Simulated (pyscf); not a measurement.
`[SiH3][AsH2]` + `[OH2]` → `[OH][SiH2][AsH2]` + `[H][H]` (four-centre exchange; singlet surface; H–Si, H–O broken, O–Si, H–H formed). Single points on ωB97X-D3(BJ)/def2-SVP structures (PySCF, gas phase). Energies in kJ/mol from the separated reactants.

```json
[
 {"level": "ωB97X-D3(BJ)/def2-TZVP", "barrier": "151.2", "reaction energy": "-66.3"},
 {"level": "r²SCAN/def2-TZVP", "barrier": "…", "reaction energy": "-69.1"},
 {"level": "B3LYP-D3(BJ)/def2-TZVP", "barrier": "148.9", "reaction energy": "-66.4"},
 {"level": "M06-2X/def2-TZVP", "barrier": "…", "reaction energy": "…"},
 {"level": "ωB97M-D3(BJ)/def2-TZVP", "barrier": "148.5", "reaction energy": "-64.5"},
 {"level": "HF/def2-TZVP", "barrier": "229.4", "reaction energy": "-58.5"}
]
```

Problem. Complete the blanks.

Solution. 
- r²SCAN/def2-TZVP, barrier: 135.1
- M06-2X/def2-TZVP, barrier: 150.4
- M06-2X/def2-TZVP, reaction energy: -74.6

The functionals in the table span 16.1 kJ/mol in this barrier, from r²SCAN to ωB97X-D3(BJ)/def2-TZVP. This is the saddle that the search found; another between the same sides may lie lower. Elements up to Kr have no core potential and no relativistic terms here.
